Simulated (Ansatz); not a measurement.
Basis-set extrapolation for styrene (`C=Cc1ccccc1`) (PBE0-D4/def2-TZVP geometry, frozen core, Ansatz). Multiplicity 1, RHF reference.

```json
{"": "HF", "def2-TZVPP": "-307.696768", "def2-QZVPP": "-307.709674"}
{"": "MP2 correlation", "def2-TZVPP": "-1.264386", "def2-QZVPP": "-1.344225"}
{"": "CCSD(T) correlation", "def2-TZVPP": "-1.368404", "def2-QZVPP": "not run"}
```

Energies in hartree. Use E(X) = E(∞) + A·exp(−7.88·√X) for Hartree–Fock and E(X) = E(∞) + B·X^(−2.97) for correlation, with X = 3 and 4, and add CCSD(T) minus MP2 of the smaller set to the MP2 limit.

Task: What is the CCSD(T) energy at the basis-set limit?

Result: HF limit: -307.709674 + (-0.012906) × 0.13774 = -307.71145. MP2 limit: -1.344225 + (-0.079839) × 0.74074 = -1.40336. Higher-order term: -1.368404 − (-1.264386) = -0.10402. Total: -309.21883 hartree, 96.4 kcal/mol below CCSD(T)/def2-TZVPP.
